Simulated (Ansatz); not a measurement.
## Worked example: vertical ionisation energy of AlH2Cl (SMILES [H][Al]([H])[Cl])

The species is AlH2Cl (4 atoms), meant as a singlet with charge 0. SMILES: `[H][Al]([H])[Cl]`. The shape comes from GFN2-xTB, which is rough for such elements, and wasn't checked as a minimum.

Both states at this one shape; open shells run unrestricted unless said. 1 Eh = 27.2114 eV.

| level | program | singlet AlH2Cl (Eh) | doublet AlH2Cl+ (Eh) |
| --- | --- | --- | --- |
| r2SCAN/STO-3G | Ansatz | -695.917856 | -695.591091 |
| BHLYP/STO-3G | Ansatz | -695.978228 | -695.635525 |
| HSE06/STO-3G | Ansatz | -695.691181 | -695.358313 |
| RPA@PBE/STO-3G, 10 core orbitals frozen | Ansatz | -694.902077 | -694.610519 |

**Question.** Work out the vertical ionisation energy at each level.

**Answer.** 
1. r2SCAN/STO-3G: -695.591091 − (-695.917856) = 0.326765 Eh = 8.89 eV.
2. BHLYP/STO-3G: -695.635525 − (-695.978228) = 0.342703 Eh = 9.33 eV.
3. HSE06/STO-3G: -695.358313 − (-695.691181) = 0.332868 Eh = 9.06 eV.
4. RPA@PBE/STO-3G: -694.610519 − (-694.902077) = 0.291558 Eh = 7.93 eV.

No measured value is set beside it here; the levels span 7.93 to 9.33 eV. Minimal sets are far from the basis-set limit.
